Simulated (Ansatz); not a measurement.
System: rock-salt SnTe (cubic form, which distorts at low temperature). Method: HSE06 in Ansatz (PAW).

Numerical settings: plane-wave cutoff 460 eV, 8×8×8 k mesh, Fermi–Dirac smearing 0.01 eV, scalar-relativistic PAW data made under PBE.

Cell (relaxed at this level):

```cif
data_SnTe
_chemical_formula_sum 'Sn1 Te1'
_space_group_name_H-M_alt 'P 1'
_space_group_IT_number 1
_cell_length_a 4.49719
_cell_length_b 4.49719
_cell_length_c 4.49719
_cell_angle_alpha 60.000
_cell_angle_beta 60.000
_cell_angle_gamma 60.000
loop_
_space_group_symop_operation_xyz
  'x, y, z'
loop_
_atom_site_label
_atom_site_type_symbol
_atom_site_fract_x
_atom_site_fract_y
_atom_site_fract_z
_atom_site_occupancy
Sn1 Sn 0.00000 0.00000 0.00000 1
Te1 Te 0.50000 0.50000 0.50000 1
```

Question: What does this level give for the bulk modulus B0, band gap, Γ–Γ gap and pressure derivative B′ of the bulk modulus?

Answer: 
- bulk modulus B0: 44.5 GPa
- band gap: 0.23 eV (on the SCF k mesh)
- Γ–Γ gap: 6.26 eV
- pressure derivative B′ of the bulk modulus: 4.3

Measured, for comparison: band gap 0.3 eV (4 K, zero-point motion not removed, bulk gap, ARPES or transport; rounded; as tabulated in Ando (2013), arXiv:1304.5693); bulk modulus 37.8 GPa (temperature not stated, not corrected to a static lattice; as tabulated in Toher et al. (2017), arXiv:1611.05714). Computed (rounded) less measured: bulk modulus +18 %.

Note: symmetry holds this phase in the static calculation, where it need not be a minimum.

Spin–orbit coupling is not included; it can close the smallest gap of 0.23 eV.

Computed values are for the static lattice.

Ansatz is an electronic-structure program.
